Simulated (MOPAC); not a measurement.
MOPAC input (PM6):

```
PM6 PRECISE GNORM=0.05 LET XYZ CHARGE=-1 GEO-OK AUX(PRECISION=9) THREADS=1
C4H5

C    -0.01154166 1   -0.76556749 1    0.93697059 1
C    -0.00055164 1    0.59711357 1    0.84098915 1
C    -0.00224906 1   -0.80264408 1   -0.63844868 1
C     0.00981811 1    0.75689114 1   -0.66431055 1
H     0.00073468 1    1.37849926 1    1.61112035 1
H    -0.88855296 1   -1.26186408 1   -1.10165642 1
H     0.88250307 1   -1.27538941 1   -1.09089155 1
H     0.90183037 1    1.21523446 1   -1.12950488 1
H    -0.86936967 1    1.22876090 1   -1.14027063 1
```

Question: What heat of formation does the run end on?

Answer: 75.18 kcal/mol.
